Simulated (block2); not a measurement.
# DMRG/ANO-RCC-MB run of BCl (SMILES [B]Cl), part 2 of 2

block2 0.5.4. Earlier steps stand in the parts before.

### 3 The doublet cation: the energy at DMRG/ANO-RCC-MB

File block2_dmrg.py:

```python
import numpy as np
from pyscf import cc, dft, gto, mcscf, mp, scf
from pyblock2._pyscf.ao2mo import integrals as itg
from pyblock2.driver.core import DMRGDriver, SymmetryTypes

geom = """
B      0.000000     0.000000     0.000000
Cl     0.000000     0.000000     1.578530
"""
mol = gto.M(
    atom=geom,
    basis="ano-rcc-mb",
    charge=1,
    spin=1,
    verbose=3,
)
print("basis functions = %d" % (mol.nao))
mf = scf.ROHF(mol)
mf.conv_tol = 1e-10
mf.max_cycle = 200
mf.kernel()
if not mf.converged:
    mf = mf.newton().run(mf.mo_coeff, mf.mo_occ)
print(f"SCF energy = {mf.e_tot:.10f}")
# MP2, CCSD and CCSD(T) with the same frozen core
ref = scf.UHF(mol).run(mf.make_rdm1(), conv_tol=1e-10)
pt = mp.MP2(ref, frozen=6).run()
mycc = cc.CCSD(ref, frozen=6)
mycc.max_cycle = 150
mycc.kernel()
print(f"MP2 total energy = {pt.e_tot:.10f}")
if mycc.converged:
    print("CCSD total energy = %.10f" % (mycc.e_tot))
    print("E(CCSD(T)) = %.10f" % (mycc.e_tot + mycc.ccsd_t()))
# a few density functionals on the same geometry and basis
ks = dft.UKS(mol, xc="hse06").set(conv_tol=1e-9, verbose=3).run(mf.make_rdm1())
if ks.converged:
    print("E(HSE06) = %.8f" % (ks.e_tot))
ks = dft.UKS(mol, xc="m062x").set(conv_tol=1e-9, verbose=3).run(mf.make_rdm1())
if ks.converged:
    print(f"E(M06-2X) = {ks.e_tot:.8f}")
ks = dft.UKS(mol, xc="m06l").set(conv_tol=1e-9, verbose=3).run(mf.make_rdm1())
if ks.converged:
    print("E(M06-L) = %.8f" % (ks.e_tot))
# natural orbitals of MP2 give a compact matrix product state
occ_no, mo = mcscf.addons.make_natural_orbitals(mp.MP2(mf.to_uhf(), frozen=6).run())
mf.mo_coeff = mo
ncas, n_elec, spin, ecore, h1e, g2e, orb_sym = itg.get_rhf_integrals(mf, ncore=6, ncas=8, pg_symm=False, g2e_symm=1)
dmrg = DMRGDriver(scratch="./tmp", symm_type=SymmetryTypes.SU2, stack_mem=1500 << 20, n_threads=1)
# order the orbitals along the chain
idx = dmrg.orbital_reordering(h1e, g2e, method="gaopt")
print("orbital order:", idx.tolist())
h1e = h1e[np.ix_(idx, idx)]
g2e = g2e[np.ix_(idx, idx, idx, idx)]
orb_sym = np.array(orb_sym)[idx]
dmrg.initialize_system(n_sites=ncas, n_elec=n_elec, spin=spin, orb_sym=orb_sym)
mpo = dmrg.get_qc_mpo(h1e=h1e, g2e=g2e, ecore=ecore, iprint=0)
occs = np.array([1.9] * 4 + [1.0] * 1 + [0.1] * 3)[idx]
psi = dmrg.get_random_mps(tag="GS", bond_dim=25, nroots=1, occs=occs)
bond_dims = [25] * 3 + [50] * 3 + [75] * 4 + [100] * 4
noises = [0.001] * 3 + [0.0001] * 3 + [0.0001] * 4 + [1e-05] * 4 + [0]
thrds = [1e-07] * 14
e = dmrg.dmrg(mpo, psi, n_sweeps=20, tol=1e-06, bond_dims=bond_dims, noises=noises, thrds=thrds, iprint=1)
ms, dws, es = dmrg.get_dmrg_results()
print("discarded weight = %.3e" % (dws[-1]))
print("final energy = %.10f" % (e))
dm1 = dmrg.get_1pdm(psi)
print("NOONs =", np.round(np.linalg.eigvalsh(dm1)[::-1], 5).tolist())
c_act = mf.mo_coeff[:, 6:14][:, idx]
dm_ao = c_act @ dm1 @ c_act.T + 2 * mf.mo_coeff[:, :6] @ mf.mo_coeff[:, :6].T
print("dipole moment (debye) =", np.round(scf.hf.dip_moment(mol, dm_ao, verbose=0), 4).tolist())
print("largest bipartite entropy = %.4f" % (max(dmrg.get_bipartite_entanglement(psi))))
csf, coef = dmrg.get_csf_coefficients(psi, cutoff=0.05, iprint=1)
print(f"leading coefficient squared = {np.max(np.abs(coef)) ** 2:.4f}")
# FCI check
ci = mcscf.CASCI(mf, 8, (5, 4))
ci.fix_spin_(ss=0.75)
ci.fcisolver.conv_tol = 1e-10
ci.fcisolver.max_cycle = 200
ci.kernel()
print("FCI energy = %.10f" % (ci.e_tot))
```

Started as:

```console
python block2_dmrg.py
```

The log of the run:

```text
basis functions = 14
converged SCF energy = -483.263308817577
SCF energy = -483.2633088176
converged SCF energy = -483.264824685212  <S^2> = 0.76365009  2S+1 = 2.0136038
E(UMP2) = -483.302160304352  E_corr = -0.0373356191395541
E(SCS-UMP2) = -483.3015283996  E_corr = -0.0367037143883499
E(UCCSD) = -483.3116080658264  E_corr = -0.04678338061427951
MP2 total energy = -483.3021603044
CCSD total energy = -483.3116080658
UCCSD(T) correction = -0.00342565796026608
E(CCSD(T)) = -483.3150337238
converged SCF energy = -483.920339120294  <S^2> = 0.75836613  2S+1 = 2.0083487
E(HSE06) = -483.92033912
converged SCF energy = -484.076074616177  <S^2> = 0.75638958  2S+1 = 2.0063794
E(M06-2X) = -484.07607462

WARN: HOMO -0.685871329422008 >= LUMO -0.735405894882396

WARN: HOMO -0.662626755611121 >= LUMO -0.751513648865287

WARN: HOMO -0.658055320381089 >= LUMO -0.752616516634197

WARN: HOMO -0.668977373446626 >= LUMO -0.75056602710496

WARN: HOMO -0.669413671270738 >= LUMO -0.750431851296182

WARN: HOMO -0.669648446087474 >= LUMO -0.750392677267434

WARN: HOMO -0.670727436561686 >= LUMO -0.749072246050876

WARN: HOMO -0.67060899237967 >= LUMO -0.749504824680547

WARN: HOMO -0.664365964175939 >= LUMO -0.741544644506695

WARN: HOMO -0.540007652227016 >= LUMO -0.548067352479357

WARN: HOMO -0.598426421670134 >= LUMO -0.655363396030879

WARN: HOMO -0.664012214552478 >= LUMO -0.748298624200047

WARN: HOMO -0.66459971973192 >= LUMO -0.74846973643165

WARN: HOMO -0.663867358463862 >= LUMO -0.748340665291608

WARN: HOMO -0.664525914822752 >= LUMO -0.748034793123542

WARN: HOMO -0.665617604305071 >= LUMO -0.748377953622823

WARN: HOMO -0.66639097056656 >= LUMO -0.748065579744772

WARN: HOMO -0.678309992004993 >= LUMO -0.745040245088465

WARN: HOMO -0.642007125958708 >= LUMO -0.72293690943072

WARN: HOMO -0.530173898569457 >= LUMO -0.532927926427168

WARN: HOMO -0.602059093987105 >= LUMO -0.676349493703034

WARN: HOMO -0.681833194177862 >= LUMO -0.740542280417796

WARN: HOMO -0.679572459884869 >= LUMO -0.74180189318209

WARN: HOMO -0.676070597021656 >= LUMO -0.741744544565393

WARN: HOMO -0.675407296572021 >= LUMO -0.741151116845394

WARN: HOMO -0.678588031386929 >= LUMO -0.741956253071265

WARN: HOMO -0.67793590016998 >= LUMO -0.739417766848709

WARN: HOMO -0.678360424684267 >= LUMO -0.739115698550573

WARN: HOMO -0.648038585186395 >= LUMO -0.737160192800303

WARN: HOMO -0.537708472287247 >= LUMO -0.551668213802839

WARN: HOMO -0.598131612470182 >= LUMO -0.649797862094161

WARN: HOMO -0.670799568737352 >= LUMO -0.747585837217496

WARN: HOMO -0.674377300368043 >= LUMO -0.744595546038763

WARN: HOMO -0.673426910884725 >= LUMO -0.746313550471483

WARN: HOMO -0.676416306210002 >= LUMO -0.746029160376656

WARN: HOMO -0.676894056376964 >= LUMO -0.745376791929144

WARN: HOMO -0.676123222395405 >= LUMO -0.744364935567891

WARN: HOMO -0.674399196837784 >= LUMO -0.738230963563295

WARN: HOMO -0.644811875546215 >= LUMO -0.731440912880884

WARN: HOMO -0.54157207662038 >= LUMO -0.557020169881394

WARN: HOMO -0.602554677519521 >= LUMO -0.646837237209709

WARN: HOMO -0.675748441928063 >= LUMO -0.741008739523777

WARN: HOMO -0.676999969975774 >= LUMO -0.739151646391231

WARN: HOMO -0.676472229574605 >= LUMO -0.739693145278316

WARN: HOMO -0.671239494445603 >= LUMO -0.742195934763656

WARN: HOMO -0.676665584969429 >= LUMO -0.742575049496651

WARN: HOMO -0.676505565737174 >= LUMO -0.74226984328744

WARN: HOMO -0.6768891258731 >= LUMO -0.74206826030268

SCF not converged.
SCF energy = -483.6829613824 after 50 cycles  <S^2> = 0.84337878  2S+1 = 2.0912951
E(UMP2) = -483.299999507343  E_corr = -0.036690689766063
E(SCS-UMP2) = -483.299650580092  E_corr = -0.0363417625152724
orbital order: [4, 6, 5, 7, 1, 2, 0, 3]

Sweep =    0 | Direction =  forward | Bond dimension =   25 | Noise =  1.00e-03 | Dav threshold =  1.00e-07
Time elapsed =      0.088 | E =    -483.2928714706 | DW = 3.67840e-06

Sweep =    1 | Direction = backward | Bond dimension =   25 | Noise =  1.00e-03 | Dav threshold =  1.00e-07
Time elapsed =      0.207 | E =    -483.3067095137 | DE = -1.38e-02 | DW = 1.15858e-04

Sweep =    2 | Direction =  forward | Bond dimension =   25 | Noise =  1.00e-03 | Dav threshold =  1.00e-07
Time elapsed =      0.334 | E =    -483.3137084601 | DE = -7.00e-03 | DW = 2.84054e-04

Sweep =    3 | Direction = backward | Bond dimension =   50 | Noise =  1.00e-04 | Dav threshold =  1.00e-07
Time elapsed =      0.503 | E =    -483.3150856345 | DE = -1.38e-03 | DW = 8.63021e-06

Sweep =    4 | Direction =  forward | Bond dimension =   50 | Noise =  1.00e-04 | Dav threshold =  1.00e-07
Time elapsed =      0.674 | E =    -483.3153408629 | DE = -2.55e-04 | DW = 1.56714e-05

Sweep =    5 | Direction = backward | Bond dimension =   50 | Noise =  1.00e-04 | Dav threshold =  1.00e-07
Time elapsed =      0.921 | E =    -483.3154088027 | DE = -6.79e-05 | DW = 1.63664e-05

Sweep =    6 | Direction =  forward | Bond dimension =   75 | Noise =  1.00e-04 | Dav threshold =  1.00e-07
Time elapsed =      1.210 | E =    -483.3154269328 | DE = -1.81e-05 | DW = 4.48566e-06

Sweep =    7 | Direction = backward | Bond dimension =   75 | Noise =  1.00e-04 | Dav threshold =  1.00e-07
Time elapsed =      1.523 | E =    -483.3154269449 | DE = -1.22e-08 | DW = 1.39504e-06

Sweep =    8 | Direction =  forward | Bond dimension =   75 | Noise =  1.00e-04 | Dav threshold =  1.00e-07
Time elapsed =      1.705 | E =    -483.3154269582 | DE = -1.32e-08 | DW = 4.45841e-06

Sweep =    9 | Direction = backward | Bond dimension =   75 | Noise =  1.00e-04 | Dav threshold =  1.00e-07
Time elapsed =      1.901 | E =    -483.3154269467 | DE = 1.15e-08 | DW = 1.39439e-06

Sweep =   10 | Direction =  forward | Bond dimension =  100 | Noise =  1.00e-05 | Dav threshold =  1.00e-07
Time elapsed =      2.135 | E =    -483.3154269584 | DE = -1.17e-08 | DW = 2.28893e-07

Sweep =   11 | Direction = backward | Bond dimension =  100 | Noise =  1.00e-05 | Dav threshold =  1.00e-07
Time elapsed =      2.506 | E =    -483.3154269607 | DE = -2.32e-09 | DW = 1.56400e-08

Sweep =   12 | Direction =  forward | Bond dimension =  100 | Noise =  1.00e-05 | Dav threshold =  1.00e-07
Time elapsed =      2.795 | E =    -483.3154269568 | DE = 3.90e-09 | DW = 2.25294e-07

Sweep =   13 | Direction = backward | Bond dimension =  100 | Noise =  1.00e-05 | Dav threshold =  1.00e-07
Time elapsed =      3.007 | E =    -483.3154269611 | DE = -4.25e-09 | DW = 1.56414e-08

Sweep =   14 | Direction =  forward | Bond dimension =  100 | Noise =  0.00e+00 | Dav threshold =  1.00e-07
Time elapsed =      3.188 | E =    -483.3154269572 | DE = 3.92e-09 | DW = 2.72351e-18

discarded weight = 2.724e-18
final energy = -483.3154269572
NOONs = [1.99819, 1.97124, 1.96531, 1.96531, 0.99875, 0.04123, 0.04123, 0.01874]
dipole moment (debye) = [-0.0, 0.0, 2.5304]
largest bipartite entropy = 0.4082
mps center changed (temporarily)
DTRIE T =      0.001
Number of CSF =          9 (cutoff =      0.05)
Sum of weights of included CSF =    0.969119662487561

CSF          0 -0002222  =   -0.966216735156856
CSF          1 +-002-22  =   -0.075248178422129
CSF          2 +0-0222-  =   -0.075248168032319
CSF          3 -++02-2-  =   -0.065663148510950
CSF          4 -2002022  =    0.064463112152473
CSF          5 -0202220  =    0.064463105372862
CSF          6 -0+0222-  =   -0.063266785096743
CSF          7 -+002-22  =   -0.063266774572772
CSF          8 -+-02+2-  =   -0.059935826731038
leading coefficient squared = 0.9336
CASCI E = -483.315426964425  E(CI) = -24.0091354185863  S^2 = 0.7500000
FCI energy = -483.3154269644
```

Wall time 33 s (1 thread of Intel Xeon at 2.50GHz (Skylake/Cascade Lake), shared host); peak memory 0.28 GiB.

### 4 Results

The summary covers parts 1 to 2.

Level: DMRG/ANO-RCC-MB, 6 core orbitals frozen.

```
                                              quantity          value
                  run 1, DMRG/ANO-RCC-MB: total energy  -483.68173 Eh
run 1, DMRG/ANO-RCC-MB: T1 diagnostic of the CCSD step          0.014
                          doublet cation: total energy  -483.31543 Eh
    vertical ionisation energy (to the doublet cation)       9.968 eV
```

In words: Removing an electron at fixed nuclei costs 9.97 eV (230 kcal/mol). In a minimal basis such a difference can be off by several eV, whatever the method. The basis (run 1, DMRG/ANO-RCC-MB) was made for a relativistic Hamiltonian, but the run is non-relativistic. The basis (doublet cation) was made for a relativistic Hamiltonian, but the run is non-relativistic.
